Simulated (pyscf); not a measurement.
This saddle point was located with ωB97X-D3(BJ)/def2-SVP in PySCF.

```xyz
4

Au    -0.4548     0.6190    -0.3492
Cl     1.5691     1.2483    -1.4420
Cl     1.8751    -0.1562     0.4540
H     -1.7891     0.1964     0.3805
```

Surface: singlet, charge 0. Lowest wavenumbers (cm⁻¹): 247i, 237, 331, 566, 593.

What reaction is this the transition state of?

Cl–Au + hydrogen chloride (HCl) ⇌ AuH + chlorine (Cl–Cl), a four-centre exchange read from left to right: Au–Cl, Cl–H broken and Au–H, Cl–Cl formed. At CCSD(T)/def2-TZVPP + ΔMP2(QZVPP) it lies +47.2 kcal/mol from the left side and +5.0 kcal/mol from the right (each side as separated species at their lowest minima found). On the reactant side the descent ends in an adduct with a Au–Cl contact, 24.6 kcal/mol under the separated species and 77.6 kcal/mol under the saddle at ωB97X-D3(BJ)/def2-TZVP. On the product side the descent ends in an adduct with a Au–Cl contact, 15.0 kcal/mol under the separated species and 19.7 kcal/mol under the saddle at ωB97X-D3(BJ)/def2-TZVP. What is counted as broken (Au–Cl) persists as a longer contact in the product adduct; parting that adduct is a step of its own. At ωB97X-D3(BJ) the barrier from the zero used here is 52.9 kcal/mol. This is the saddle that the search found; another between the same sides may lie lower. One closed-shell reference is unstable to symmetry breaking; treat the single-reference values with care. The CCSD(T) − MP2 part came from Ansatz, without density fitting, on the same reference. The frozen core leaves the outer d or s,p core shells of the metals and heavy elements correlated in the MP2 and CC values, and def2-TZVPP describes them poorly, which can shift differences by a few kcal/mol. Elements past Kr carry the def2 core potentials, without spin-orbit coupling.
